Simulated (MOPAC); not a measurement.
Input for MOPAC: PM6 on CH4O (SMILES CO).

```
PM6 1SCF PRECISE CHARGE=0 THREADS=1
CH4O

O     -1.45717791 1     0.32125918 1    -0.10217505 1
H     -0.51294591 1     0.29746218 1    -0.30631005 1
C     -1.97310791 1    -0.96674682 1    -0.36751405 1
H     -3.03098791 1    -0.95172382 1    -0.11881805 1
H     -1.87765291 1    -1.24812982 1    -1.41896505 1
H     -1.49587891 1    -1.74173182 1     0.23773695 1
```

It printed:

```
*******************************************************************************
 **                                                                           **
 **                              MOPAC v23.2.5                                **
 **                                                                           **
 *******************************************************************************
 ** MOPAC's Digital Object Identifier: https://doi.org/10.5281/zenodo.6511958 **
 **                                                                           **
 ** Please cite the open-source release paper for use of this MOPAC version:  **
 ** J. E. Moussa and J. J. P. Stewart (2026)                                  **
 ** MOPAC: An open-source semiempirical molecular orbital program             **
 ** J. Open Source Softw., 11(119), 8025, https://doi.org/10.21105/joss.08025 **
 *******************************************************************************

                              PM6 CALCULATION RESULTS

 *******************************************************************************
 *  PM6        - The PM6 Hamiltonian to be used
 *
 *
 *
 *                 CHARGE ON SYSTEM = 0
 *
 *
 *
 *  PRECISE    - TIGHTER CRITERIA TO BE USED
 *  1SCF       - DO 1 SCF AND THEN STOP
 *  THREADS=1  - MULTI-THREADING NOT USED
 *  T=         - A TIME OF 172800.0 SECONDS REQUESTED
 *  DUMP=N     - RESTART FILE WRITTEN EVERY 7200.0 SECONDS REQUESTED
 *******************************************************************************
PM6 1SCF PRECISE CHARGE=0 THREADS=1
 CH4O

   ATOM   CHEMICAL          X               Y               Z
  NUMBER   SYMBOL      (ANGSTROMS)     (ANGSTROMS)     (ANGSTROMS)

     1       O         -1.45717791  *   0.32125918  *  -0.10217505  *
     2       H         -0.51294591  *   0.29746218  *  -0.30631005  *
     3       C         -1.97310791  *  -0.96674682  *  -0.36751405  *
     4       H         -3.03098791  *  -0.95172382  *  -0.11881805  *
     5       H         -1.87765291  *  -1.24812982  *  -1.41896505  *
     6       H         -1.49587891  *  -1.74173182  *   0.23773695  *



          CARTESIAN COORDINATES

    NO.       ATOM           X           Y           Z

     1         O         -1.4572      0.3213     -0.1022
     2         H         -0.5129      0.2975     -0.3063
     3         C         -1.9731     -0.9667     -0.3675
     4         H         -3.0310     -0.9517     -0.1188
     5         H         -1.8777     -1.2481     -1.4190
     6         H         -1.4959     -1.7417      0.2377

 General Reference for PM6:
 "Optimization of Parameters for Semiempirical Methods V: Modification of NDDO Approximations
 and Application to 70 Elements", J. J. P. Stewart, J. Mol. Mod., 13, 1173-1213 (2007)
 URL: https://link.springer.com/article/10.1007/s00894-007-0233-4

           Empirical Formula: C H4 O  =     6 atoms



      MOLECULAR POINT GROUP   :   Cs


      RHF CALCULATION, NO. OF DOUBLY OCCUPIED LEVELS = 7


 -------------------------------------------------------------------------------
 PM6 1SCF PRECISE CHARGE=0 THREADS=1
 CH4O



     1SCF WAS SPECIFIED, SO BFGS WAS NOT USED
     SCF FIELD WAS ACHIEVED


                              PM6 CALCULATION
                                                       MOPAC v23.2.5 Linux




          FINAL HEAT OF FORMATION =        -47.46269 KCAL/MOL =    -198.58389 KJ/MOL


          COSMO AREA              =         66.13 SQUARE ANGSTROMS
          COSMO VOLUME            =         47.42 CUBIC ANGSTROMS

          IONIZATION POTENTIAL    =         10.520055 EV
          HOMO LUMO ENERGIES (EV) =        -10.520  2.803
          NO. OF FILLED LEVELS    =          7
          MOLECULAR WEIGHT        =         32.0420         POINT GROUP:  Cs

          MOLECULAR DIMENSIONS (Angstroms)

            Atom       Atom       Distance
            H     4    H     2     2.81712
            O     1    H     6     1.85154
            O     1    H     5     1.55150


          SCF CALCULATIONS        =          1





   ATOM   CHEMICAL          X               Y               Z
  NUMBER   SYMBOL      (ANGSTROMS)     (ANGSTROMS)     (ANGSTROMS)

     1       O         -1.45717791  *   0.32125918  *  -0.10217505  *
     2       H         -0.51294591  *   0.29746218  *  -0.30631005  *
     3       C         -1.97310791  *  -0.96674682  *  -0.36751405  *
     4       H         -3.03098791  *  -0.95172382  *  -0.11881805  *
     5       H         -1.87765291  *  -1.24812982  *  -1.41896505  *
     6       H         -1.49587891  *  -1.74173182  *   0.23773695  *

                             CARTESIAN COORDINATES

   1    O       -1.457177910     0.321259180    -0.102175050
   2    H       -0.512945910     0.297462180    -0.306310050
   3    C       -1.973107910    -0.966746820    -0.367514050
   4    H       -3.030987910    -0.951723820    -0.118818050
   5    H       -1.877652910    -1.248129820    -1.418965050
   6    H       -1.495878910    -1.741731820     0.237736950


           Empirical Formula: C H4 O  =     6 atoms



      MOLECULAR POINT GROUP   :   Cs


                  EIGENVALUES
 -30.22538 -24.80456 -18.12687 -15.41276 -15.14463 -12.47940 -10.52005   2.80324
   5.04692   5.22146   5.67048   6.00772


              NET ATOMIC CHARGES AND DIPOLE CONTRIBUTIONS

  ATOM NO.   TYPE          CHARGE      No. of ELECS.   s-Pop       p-Pop
    1          O          -0.507601        6.5076     1.81428     4.69332
    2          H           0.299659        0.7003     0.70034
    3          C          -0.188438        4.1884     1.07999     3.10845
    4          H           0.154483        0.8455     0.84552
    5          H           0.121158        0.8788     0.87884
    6          H           0.120739        0.8793     0.87926
 DIPOLE           X         Y         Z       TOTAL
 POINT-CHG.     0.391    -1.923    -0.635     2.062
 HYBRID         0.368     0.102    -0.047     0.385
 SUM            0.760    -1.821    -0.682     2.087


          ATOMIC ORBITAL ELECTRON POPULATIONS

     Atom    s        px        py        pz
    1  O   1.81428   1.38477   1.38652   1.92203
    2  H   0.70034
    3  C   1.07999   1.11413   0.86940   1.12493
    4  H   0.84552
    5  H   0.87884
    6  H   0.87926

 **********************
 *                    *
 * JOB ENDED NORMALLY *
 *                    *
 **********************




 == MOPAC DONE ==
```

The run finished.

Cost: roughly 0.04 core-seconds.
